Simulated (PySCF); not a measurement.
# CHFO (formyl fluoride): CCSDT/STO-6G

Aim: the vertical singlet–triplet gap of CHFO (formyl fluoride) at CCSDT/STO-6G, from 2 runs. The job is set up through a Python script.

The calculation is run with PySCF 2.14.0.

4 further runs of the same task are left out: 4 set aside as unsound or not needed.

## 1. The molecule

The species is CHFO (4 atoms), meant as a singlet with charge 0. SMILES: `O=CF`. The shape is that of a PBE0-D4/def2-TZVP optimisation.

Bond lengths: O1–C2 1.174 Å, C2–F3 1.336 Å, C2–H4 1.097 Å. Angles: O1–C2–F3 122.9°, O1–C2–H4 127.8°, F3–C2–H4 109.3°.

## 2. A single-point energy at CCSDT/STO-6G

File job.py:

```python
# formyl fluoride
from pyscf import gto, cc

mol = gto.Mole()
mol.atom = '''
O   -0.889340   0.201180   0.827740
C   -0.046400   0.067520   0.021620
F    0.585200  -1.091810  -0.181820
H    0.350540   0.823120  -0.667550
'''
mol.charge = 0
mol.max_memory = 1860
mol.basis = 'sto-6g'
mol.verbose = 3
mol.build()

calc0 = mol.RHF()
calc0.conv_tol = 1e-10
calc0.kernel()
if not calc0.converged:
    calc0 = calc0.newton().run(calc0.mo_coeff, calc0.mo_occ)

mycc = cc.CCSDT(calc0, frozen=3)
mycc.kernel()
e_tot = mycc.e_tot
print('E(%s) = %.9f' % ('CCSDT', e_tot))
```

Launch:

```
$ OMP_NUM_THREADS=1 python job.py
```

The program printed:

```text
converged SCF energy = -211.835178856187
_make_eris_incore_RCCSDT

WARN: A large `blksize` is being used, which may cause large memory consumption
      for storing contraction intermediates. If memory is sufficient, consider using
      `pyscf.cc.rccsdt_highm.RCCSDT` instead.

RCCSDT converged
E(RCCSDT) = -211.9960216125274   E_corr = -0.1608427563406027
E_corr(same-spin) = -0.0264372698846415
E_corr(oppo-spin) = -0.134405486455961
E(CCSDT) = -211.996021613
```

It took 2.4 s on 1 thread of Intel Xeon Platinum 8259CL at 2.50GHz (Skylake/Cascade Lake), shared host; peak memory 0.12 GiB.

## 3. The triplet, same level

File run.py:

```python
from pyscf import gto, scf, cc

mol = gto.M(
    atom='O -0.889340 0.201180 0.827740; C -0.046400 0.067520 0.021620; F 0.585200 -1.091810 -0.181820; H 0.350540 0.823120 -0.667550',
    spin=2,
    basis='sto-6g',
    verbose=4,
    max_memory=1860,
)

hf = scf.UHF(mol)
hf.conv_tol = 1e-10
hf.kernel()
if not hf.converged:
    hf = hf.newton().run(hf.mo_coeff, hf.mo_occ)

mycc = cc.CCSDT(hf, frozen=3)
mycc.kernel()
etot = mycc.e_tot
print('E = %.10f Eh' % etot)
```

Launch:

```
$ OMP_NUM_THREADS=1 python run.py
```

The program printed:

```text
PySCF version 2.14.0

[INPUT] num. atoms = 4
[INPUT] num. electrons = 24
[INPUT] charge = 0
[INPUT] spin (= nelec alpha-beta = 2S) = 2
[INPUT] symmetry False subgroup None
[INPUT] Mole.unit = angstrom
[INPUT] Symbol           X                Y                Z      unit          X                Y                Z       unit  Magmom
[INPUT]  1 O     -0.889340000000   0.201180000000   0.827740000000 AA   -1.680609031621   0.380175101740   1.564201902347 Bohr   0.0
[INPUT]  2 C     -0.046400000000   0.067520000000   0.021620000000 AA   -0.087683292180   0.127594307931   0.040855878813 Bohr   0.0
[INPUT]  3 F      0.585200000000  -1.091810000000  -0.181820000000 AA    1.105867728095  -2.063221880061  -0.343590003968 Bohr   0.0
[INPUT]  4 H      0.350540000000   0.823120000000  -0.667550000000 AA    0.662424595705   1.555471367652  -1.261486674453 Bohr   0.0

nuclear repulsion = 67.6655038131771
number of shells = 10
number of NR pGTOs = 96
number of NR cGTOs = 16
basis = sto-6g
ecp = {}

******** <class 'pyscf.scf.uhf.UHF'> ********
method = UHF
initial guess = minao
damping factor = 0
level_shift factor = 0
DIIS = <class 'pyscf.scf.diis.CDIIS'>
diis_start_cycle = 1
diis_space = 8
diis_damp = 0
SCF conv_tol = 1e-10
SCF conv_tol_grad = None
SCF max_cycles = 50
direct_scf = True
direct_scf_tol = 1e-13
number electrons alpha = 13  beta = 11
Set gradient conv threshold to 1e-05
init E= -212.339708123258
[... the frontier-level lines of each cycle are left out ...]


cycle= 1 E= -211.57344982762  delta_E= 0.766  |g|= 0.342  |ddm|=  2.1
cycle= 2 E= -211.681426919048  delta_E= -0.108  |g|= 0.136  |ddm|= 0.549
cycle= 3 E= -211.698212686022  delta_E= -0.0168  |g|= 0.0564  |ddm|= 0.182
cycle= 4 E= -211.705680288564  delta_E= -0.00747  |g|= 0.0241  |ddm|= 0.15
cycle= 5 E= -211.707403259906  delta_E= -0.00172  |g|= 0.0143  |ddm|= 0.0731
cycle= 6 E= -211.70828974163  delta_E= -0.000886  |g|= 0.0054  |ddm|= 0.0803
cycle= 7 E= -211.708407271522  delta_E= -0.000118  |g|= 0.0026  |ddm|= 0.0257
cycle= 8 E= -211.708433791809  delta_E= -2.65e-05  |g|= 0.00137  |ddm|= 0.0134
cycle= 9 E= -211.708440099998  delta_E= -6.31e-06  |g|= 0.000456  |ddm|= 0.00673
cycle= 10 E= -211.708440694914  delta_E= -5.95e-07  |g|= 0.000149  |ddm|= 0.0022
cycle= 11 E= -211.708440744079  delta_E= -4.92e-08  |g|= 5.66e-05  |ddm|= 0.000537
cycle= 12 E= -211.708440751763  delta_E= -7.68e-09  |g|= 1.63e-05  |ddm|= 0.000239
cycle= 13 E= -211.708440752268  delta_E= -5.05e-10  |g|= 4.26e-06  |ddm|= 5.93e-05
cycle= 14 E= -211.708440752298  delta_E= -3.06e-11  |g|= 6.07e-07  |ddm|= 1.53e-05
Extra cycle  E= -211.708440752299  delta_E= -5.68e-13  |g|= 2.74e-07  |ddm|= 9.88e-07
converged SCF energy = -211.708440752299  <S^2> = 2.004746  2S+1 = 3.0031623

******** <class 'pyscf.cc.uccsdt.UCCSDT'> ********
UCCSDT nocc = (np.int64(10), np.int64(8)), nmo = (13, 13)
Allocating only the i<=j<=k part of the T3 amplitude in memory
frozen orbitals 3
max_cycle = 50
conv_tol = 1e-07
conv_tol_normt = 1e-06
diis with the T3 amplitude
diis_space = 6
diis_start_cycle = 0
diis_start_energy_diff = 1e+09
einsum_backend: numpy
_make_eris_incore_UCCSDT
blksize_o_aaa     8    blksize_v_aaa     5
blksize_o_aab     8    blksize_v_aab     5

WARN: A large `blksize_v_aaa` is being used, which may cause large memory consumption
      for storing contraction intermediates. If memory is sufficient, consider using
      `pyscf.cc.uccsdt_highm.UCCSDT` instead.

WARN: A large `blksize_v_aab` is being used, which may cause large memory consumption
      for storing contraction intermediates. If memory is sufficient, consider using
      `pyscf.cc.uccsdt_highm.UCCSDT` instead.

Approximate memory usage estimate
    T3 memory                 113 KB
    R3 memory                 113 KB
    ERIs memory               669 KB
    T1-ERIs memory            669 KB
    Intermediates memory      669 KB
    Block workspace           781 KB
Init t2, MP2 energy = -0.0683342006695191
Init E_corr(UCCSDT) = -0.0683342006695853
cycle =  1  E_corr(UCCSDT) = -0.083035694813  dE = -1.470149414381e-02  norm(d tamps) = 6.72078470e-02
cycle =  2  E_corr(UCCSDT) = -0.090337966679  dE = -7.302271865128e-03  norm(d tamps) = 3.62837367e-02
cycle =  3  E_corr(UCCSDT) = -0.094399439039  dE = -4.061472360608e-03  norm(d tamps) = 2.13758439e-02
cycle =  4  E_corr(UCCSDT) = -0.096616411492  dE = -2.216972453042e-03  norm(d tamps) = 1.25340582e-02
cycle =  5  E_corr(UCCSDT) = -0.096634824829  dE = -1.841333711863e-05  norm(d tamps) = 5.60127775e-03
cycle =  6  E_corr(UCCSDT) = -0.096641654590  dE = -6.829760865440e-06  norm(d tamps) = 2.12754849e-03
cycle =  7  E_corr(UCCSDT) = -0.096687795279  dE = -4.614068839109e-05  norm(d tamps) = 1.10565177e-03
cycle =  8  E_corr(UCCSDT) = -0.096686025349  dE =  1.769929821760e-06  norm(d tamps) = 5.69747693e-04
cycle =  9  E_corr(UCCSDT) = -0.096688919523  dE = -2.894174159732e-06  norm(d tamps) = 3.81427750e-04
cycle = 10  E_corr(UCCSDT) = -0.096688978423  dE = -5.889991196162e-08  norm(d tamps) = 2.67687947e-04
cycle = 11  E_corr(UCCSDT) = -0.096689733350  dE = -7.549272925816e-07  norm(d tamps) = 1.60492620e-04
cycle = 12  E_corr(UCCSDT) = -0.096691582559  dE = -1.849209189025e-06  norm(d tamps) = 1.04941385e-04
cycle = 13  E_corr(UCCSDT) = -0.096691064624  dE =  5.179357750046e-07  norm(d tamps) = 5.71403124e-05
cycle = 14  E_corr(UCCSDT) = -0.096690905783  dE =  1.588406018105e-07  norm(d tamps) = 3.41060699e-05
cycle = 15  E_corr(UCCSDT) = -0.096690116608  dE =  7.891752038663e-07  norm(d tamps) = 2.05647758e-05
cycle = 16  E_corr(UCCSDT) = -0.096689767592  dE =  3.490157568786e-07  norm(d tamps) = 1.26350735e-05
cycle = 17  E_corr(UCCSDT) = -0.096689615901  dE =  1.516913124278e-07  norm(d tamps) = 7.80521357e-06
cycle = 18  E_corr(UCCSDT) = -0.096689626916  dE = -1.101578347984e-08  norm(d tamps) = 4.62400428e-06
cycle = 19  E_corr(UCCSDT) = -0.096689668618  dE = -4.170141726378e-08  norm(d tamps) = 2.88897044e-06
cycle = 20  E_corr(UCCSDT) = -0.096689741140  dE = -7.252213582443e-08  norm(d tamps) = 2.04269900e-06
cycle = 21  E_corr(UCCSDT) = -0.096689767965  dE = -2.682470887083e-08  norm(d tamps) = 1.48399825e-06
cycle = 22  E_corr(UCCSDT) = -0.096689805257  dE = -3.729244438255e-08  norm(d tamps) = 1.03312997e-06
cycle = 23  E_corr(UCCSDT) = -0.096689804122  dE =  1.135270738528e-09  norm(d tamps) = 5.70037712e-07
UCCSDT converged
E(UCCSDT) = -211.8051305564208   E_corr = -0.09668980412185027
E_corr(same-spin) = -0.0166680453388122
E_corr(oppo-spin) = -0.0800217587830381
E = -211.8051305564 Eh
```

It took 4.8 s on 1 thread of Intel Xeon Platinum 8259CL at 2.50GHz (Skylake/Cascade Lake), shared host; peak memory 0.11 GiB.

## 4. Results

At CCSDT/STO-6G, 3 core orbitals frozen:

| quantity | value |
| --- | --- |
| singlet: total energy | -211.99602 Eh |
| singlet: dipole moment (Hartree–Fock density) | 1.51 D |
| singlet: HOMO energy (Hartree–Fock orbitals) | -10.78 eV |
| singlet: LUMO energy (Hartree–Fock orbitals) | 7.60 eV |
| singlet: HOMO–LUMO gap (Hartree–Fock orbitals) | 18.38 eV |
| singlet: correlation energy (3 core orbitals frozen) | -160.8 mEh |
| singlet: T1 diagnostic | 0.014 |
| triplet: total energy | -211.80513 Eh |
| triplet: dipole moment (Hartree–Fock density) | 0.93 D |
| triplet: HOMO energy (Hartree–Fock orbitals) (highest over α and β) | -5.95 eV |
| triplet: LUMO energy (Hartree–Fock orbitals) (lowest over α and β) | 5.20 eV |
| triplet: correlation energy (3 core orbitals frozen) | -96.7 mEh |
| triplet: ⟨S²⟩ of the reference determinant | 2.005 |
| triplet: T1 diagnostic | 0.016 |
| vertical energy of the triplet above the singlet | 5.194 eV |

**Reading.** At this shape the triplet lies 5.19 eV (120 kcal/mol) above the singlet. In a minimal basis such a difference can be off by several eV, whatever the method. Mulliken charges (singlet) of the mean-field density run from -0.24 on O1 to +0.32 on C2; they depend strongly on the basis. Mulliken charges (triplet) of the mean-field density run from -0.13 on F3 to +0.13 on C2; they depend strongly on the basis.
